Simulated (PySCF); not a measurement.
# OF₂: NMR shifts at several levels of theory, part 2 of 2

PySCF 2.14.0. Atoms count from 0.

## 12. Nuclear shieldings: PBE0/6-311+G(2d,p)

The job: settings as JSON, then the geometry in Å.

```
{"job": {"kind": "nmr", "xc": "PBE0", "basis": "6-311+G(2d,p)", "pop": true}, "charge": 0, "multiplicity": 1}
F     -1.093230     0.257069    -0.000000
O      0.264053     0.500531     0.000000
F      0.829177    -0.757599     0.000000
```

Level: GIAO PBE0/6-311+G(2d,p) NMR shielding, non-relativistic, gas phase.

Output:

```text
coarse grid: 3264 points
cycle   1  E = -274.4248194069  dE =  3.017e-01  |g| = 5.536e-01  |ddm| = 1.384e+00
cycle   2  E = -274.2961379341  dE =  1.287e-01  |g| = 1.072e+00  |ddm| = 6.090e-01
cycle   3  E = -274.4700053371  dE = -1.739e-01  |g| = 1.166e-01  |ddm| = 4.289e-01
cycle   4  E = -274.4719328065  dE = -1.927e-03  |g| = 2.310e-02  |ddm| = 5.876e-02
cycle   5  E = -274.4719984813  dE = -6.567e-05  |g| = 5.930e-03  |ddm| = 1.130e-02
cycle   6  E = -274.4720040264  dE = -5.545e-06  |g| = 3.625e-04  |ddm| = 3.374e-03
final grid: 34416 points
cycle   7  E = -274.4867904417  dE = -1.138e-05  |g| = 6.703e-03  |ddm| = 7.857e-03
cycle   8  E = -274.4867665849  dE =  2.386e-05  |g| = 1.396e-02  |ddm| = 7.904e-03
cycle   9  E = -274.4867969416  dE = -3.036e-05  |g| = 5.841e-04  |ddm| = 5.499e-03
cycle  10  E = -274.4867969832  dE = -4.159e-08  |g| = 1.585e-04  |ddm| = 2.589e-04
cycle  11  E = -274.4867969868  dE = -3.653e-09  |g| = 5.966e-05  |ddm| = 8.899e-05
cycle  12  E = -274.4867969873  dE = -5.133e-10  |g| = 1.452e-05  |ddm| = 2.944e-05
converged SCF energy = -274.4867969873

GIAO shielding tensors (ppm)
atom      isotropic    diamagn.    paramagn.     s11        s22        s33       span
  0 F       -2.814     462.378    -465.192   -445.806     86.036    351.329    797.135
  1 O     -465.615     384.462    -850.076   -558.166   -477.534   -361.144    197.022
  2 F       -3.042     462.383    -465.425   -446.626     85.889    351.610    798.236
```

Run time: 1.8 s. Hardware: 1 thread of Arm Neoverse V1, shared host; peak memory 0.36 GiB.

Key values: δ F0 177.7, O1 792.2 ppm (means over like atoms).

## 13. Nuclear shieldings: PBE0/def2-SVP

The job: settings as JSON, then the geometry in Å.

```
{"job": {"kind": "nmr", "xc": "PBE0", "basis": "def2-SVP", "pop": true}, "charge": 0, "multiplicity": 1}
F     -1.093230     0.257069    -0.000000
O      0.264053     0.500531     0.000000
F      0.829177    -0.757599     0.000000
```

With the program's defaults for keys left out, this is: GIAO PBE0/def2-SVP NMR shielding, non-relativistic, gas phase.

Output:

```text
coarse grid: 3264 points
cycle   1  E = -274.0749796872  dE =  2.746e-01  |g| = 5.838e-01  |ddm| = 1.906e+00
cycle   2  E = -273.9294732598  dE =  1.455e-01  |g| = 1.093e+00  |ddm| = 8.560e-01
cycle   3  E = -274.1287530112  dE = -1.993e-01  |g| = 1.034e-01  |ddm| = 6.264e-01
cycle   4  E = -274.1305503280  dE = -1.797e-03  |g| = 1.303e-02  |ddm| = 6.708e-02
cycle   5  E = -274.1305735633  dE = -2.324e-05  |g| = 3.647e-03  |ddm| = 7.774e-03
cycle   6  E = -274.1305759858  dE = -2.423e-06  |g| = 2.651e-04  |ddm| = 2.798e-03
final grid: 34416 points
cycle   7  E = -274.1693912462  dE = -2.461e-06  |g| = 3.338e-03  |ddm| = 7.385e-03
cycle   8  E = -274.1693856888  dE =  5.557e-06  |g| = 6.595e-03  |ddm| = 5.675e-03
cycle   9  E = -274.1693932835  dE = -7.595e-06  |g| = 5.038e-04  |ddm| = 3.747e-03
cycle  10  E = -274.1693933227  dE = -3.915e-08  |g| = 4.988e-05  |ddm| = 3.452e-04
cycle  11  E = -274.1693933229  dE = -2.460e-10  |g| = 2.861e-05  |ddm| = 4.019e-05
converged SCF energy = -274.1693933229

GIAO shielding tensors (ppm)
atom      isotropic    diamagn.    paramagn.     s11        s22        s33       span
  0 F       38.460     464.908    -426.448   -365.381    115.532    365.229    730.611
  1 O     -382.283     375.935    -758.218   -463.245   -360.978   -322.627    140.618
  2 F       38.208     464.909    -426.701   -366.179    115.296    365.506    731.685
```

Wall time 1.1 s (1 thread of Arm Neoverse V1, shared host); peak memory 0.36 GiB.

In short: δ F0 176.3, O1 725.3 ppm (means over like atoms).

## 14. Nuclear shieldings: PBE0/def2-TZVP

The job: settings as JSON, then the geometry in Å.

```
{"job": {"kind": "nmr", "xc": "PBE0", "basis": "def2-TZVP", "pop": true}, "charge": 0, "multiplicity": 1}
F     -1.093230     0.257069    -0.000000
O      0.264053     0.500531     0.000000
F      0.829177    -0.757599     0.000000
```

Method: GIAO PBE0/def2-TZVP NMR shielding, non-relativistic, gas phase.

Output:

```text
coarse grid: 3264 points
cycle   1  E = -274.4630418986  dE =  2.985e-01  |g| = 5.640e-01  |ddm| = 1.489e+00
cycle   2  E = -274.3350449390  dE =  1.280e-01  |g| = 1.077e+00  |ddm| = 6.061e-01
cycle   3  E = -274.5090485126  dE = -1.740e-01  |g| = 1.181e-01  |ddm| = 4.387e-01
cycle   4  E = -274.5110491485  dE = -2.001e-03  |g| = 2.427e-02  |ddm| = 5.763e-02
cycle   5  E = -274.5111233849  dE = -7.424e-05  |g| = 5.864e-03  |ddm| = 1.146e-02
cycle   6  E = -274.5111286902  dE = -5.305e-06  |g| = 3.972e-04  |ddm| = 3.256e-03
final grid: 34416 points
cycle   7  E = -274.5174225283  dE = -9.810e-06  |g| = 5.530e-03  |ddm| = 7.719e-03
cycle   8  E = -274.5174060547  dE =  1.647e-05  |g| = 1.167e-02  |ddm| = 6.656e-03
cycle   9  E = -274.5174270606  dE = -2.101e-05  |g| = 3.666e-04  |ddm| = 4.613e-03
cycle  10  E = -274.5174270762  dE = -1.561e-08  |g| = 1.006e-04  |ddm| = 1.750e-04
cycle  11  E = -274.5174270777  dE = -1.441e-09  |g| = 3.958e-05  |ddm| = 5.914e-05
cycle  12  E = -274.5174270779  dE = -2.118e-10  |g| = 1.305e-05  |ddm| = 2.139e-05
converged SCF energy = -274.5174270779

GIAO shielding tensors (ppm)
atom      isotropic    diamagn.    paramagn.     s11        s22        s33       span
  0 F        6.105     466.500    -460.395   -430.831     94.259    354.888    785.719
  1 O     -455.417     376.971    -832.387   -546.458   -456.322   -363.469    182.989
  2 F        5.875     466.505    -460.630   -431.629     94.090    355.165    786.795
```

Wall time 2 s (1 thread of Arm Neoverse V1, shared host); peak memory 0.36 GiB.

In short: δ F0 172.9, O1 788.0 ppm (means over like atoms).

## 15. Comparing the runs: NMR shifts

Shifts (ppm), means over like atoms, with basis size and wall time:

| run | F0 | O1 | functions | time |
| --- | --- | --- | --- | --- |
| WP04/pcSseg-2 | 228.4 | 866.8 | 108 | 2 s |
| B97-2/pcSseg-2 | 181.7 | 798.6 | 108 | 2 s |
| BHandHLYP/pcSseg-2 | 187.5 | 767.4 | 108 | 1.9 s |
| CAM-B3LYP/pcSseg-2 | 193.3 | 807.9 | 108 | 2.5 s |
| wB97X-D/pcSseg-2 | 189.6 | 795.1 | 108 | 2.4 s |
| LC-wPBE/pcSseg-2 | 197.7 | 786.4 | 108 | 3.5 s |
| PBE0/STO-3G | 158.7 | 384.2 | 15 | 0.5 s |
| PBE0/6-31G | 177.5 | 737.9 | 27 | 0.91 s |
| PBE0/6-31G* | 158.4 | 697.5 | 42 | 1.1 s |
| PBE0/6-311+G(2d,p) | 177.7 | 792.2 | 81 | 1.8 s |
| PBE0/def2-SVP | 176.3 | 725.3 | 42 | 1.1 s |
| PBE0/def2-TZVP | 172.9 | 788.0 | 93 | 2 s |

## 16. What came out

This closing draws on all 2 parts.

| quantity | value |
| --- | --- |
| point group | C2v |
| rotational constants (main isotopes) | 62.31, 11.26, 9.54 GHz |
| ¹⁹F shifts against CFCl3 (WP04/pcSseg-2, means over atoms taken as alike) | 228.4 ppm |
| ¹⁷O shifts against H2O (WP04/pcSseg-2) | 866.8 ppm |
| measured, and computed on the same scale | O1 σ -493.6, -552.8; F0 σ -59.7, -51.1 ppm |
| range of the shift of O1 | 384.2 to 866.8 ppm |
| property runs in this session | 12, of which 0 failed and 1 gave unsound results |

In words: Single values in the summary come from the first run of each kind that ended normally (WP04/pcSseg-2), which need not be the best level. The optimisation took 4 steps and gained 0.115 eV; among the close pairs (by a distance rule), F0–O1 changed most, from 1.416 to 1.379 Å. At WP04/pcSseg-2: The largest span, 839 ppm, is at F0, F2, where the paramagnetic term is -522 ppm. The one measured ¹⁷O shielding is missed by -59.2 ppm (computed less measured, unscaled). The one measured ¹⁹F shielding is missed by +8.6 ppm (computed less measured, unscaled). Vibration and temperature are missing from the calculation, so part of the miss against the measured shifts is not the functional's. Across the 12 runs the shift of O1 moves most, between 384.2 (PBE0/STO-3G) and 866.8 ppm (WP04/pcSseg-2). A minimal basis is unusable for shieldings, so that end is no result. For the one measured ¹⁷O shielding, CAM-B3LYP/pcSseg-2 misses least (15.4 ppm, 2.5 s) and PBE0/STO-3G most (451.1 ppm, 0.5 s). For the one measured ¹⁹F shielding, WP04/pcSseg-2 misses least (8.6 ppm, 2 s) and PBE0/STO-3G most (205.4 ppm, 0.5 s). One molecule ranks no method: errors cancel, and vibration and temperature are missing from all runs.
